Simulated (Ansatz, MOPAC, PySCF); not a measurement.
Molecule: BF₂ (charge 0, doublet). SMILES: F[B]F
Coordinates optimised at B3LYP-D3(BJ)/def2-TZVP (Ansatz, a quantum-chemistry and plane-wave program):
```
B
F 1 1.3102
F 1 1.3102 2 121.32
```
Charge 0, spin multiplicity 2.

Unscaled harmonic wavenumbers (cm⁻¹) in rising order, each level at the stationary point that it reaches from this structure (no distance between atoms moves by over 0.3 Å); the order of modes can differ between levels, and a negative number is imaginary. B3LYP-D3(BJ)/def2-TZVP (PySCF, at the structure above): 519, 1157, 1420.

PM6 (MOPAC): 360, 1114, 1413. Zero-point energy 4.1 against 4.4 kcal/mol; where all levels lie over 400 cm⁻¹, the wavenumbers are on average 0.979 times those of B3LYP-D3(BJ)/def2-TZVP.

HF/6-31G* (Ansatz): 554, 1245, 1518. Zero-point energy 4.7 against 4.4 kcal/mol; where all levels lie over 400 cm⁻¹, the wavenumbers are on average 1.073 times those of B3LYP-D3(BJ)/def2-TZVP.
